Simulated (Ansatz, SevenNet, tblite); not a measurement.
# Ladder of methods for the equilibrium lattice constant a of chalcopyrite ZnGeP₂

Reference value: 5.463 Å (measured, temperature not stated, no zero-point or thermal correction; as tabulated in Rashkeev et al. (1999), arXiv:cond-mat/9809378).

```tsv
level (code)	value (Å)
GFN1-xTB (tblite)	5.718
SevenNet-0 (SevenNet)	5.501
LDA (Ansatz)	[?]
BLYP (Ansatz)	5.602
PBE (Ansatz)	5.500
PBE-D3(BJ) (Ansatz)	5.432
PBE-D4 (Ansatz)	5.433
rVV10 (Ansatz)	[?]
HSE06 (Ansatz)	[?]
```

**Question.** Complete the blanks.

**Answer.** 
- LDA (Ansatz, a quantum-chemistry and plane-wave program), value (Å): 5.374
- rVV10 (Ansatz), value (Å): 5.521
- HSE06 (Ansatz), value (Å): 5.473

Differences against the reference: GFN1-xTB +4.67 %, SevenNet-0 +0.70 %, LDA -1.63 %, BLYP +2.54 %, PBE +0.68 %, PBE-D3(BJ) -0.57 %, PBE-D4 -0.55 %, rVV10 +1.06 %, HSE06 +0.18 %.

The reference's temperature isn't stated, so close values are not ranked against it. Off by more than 1.25 % (a bound picked here): GFN1-xTB (+4.67 %), LDA (-1.63 %), BLYP (+2.54 %).

The reference has no zero-point or thermal correction, while the calculations are for a static lattice, so the differences are not the levels' errors alone. A static lattice is as a rule a little smaller than the measured one.  GFN1-xTB: the method was fitted mainly to molecules. GFN1-xTB: the run uses a supercell at the zone centre in place of a k mesh. Cutoffs and k meshes differ between the levels. Ansatz's density-functional and Hartree–Fock values are scalar-relativistic unless marked +SOC, with PAW data made under PBE.

Machine-learned potentials (SevenNet-0) are trained on DFT data, which may include these solids.

Differences are worked out from the printed values.
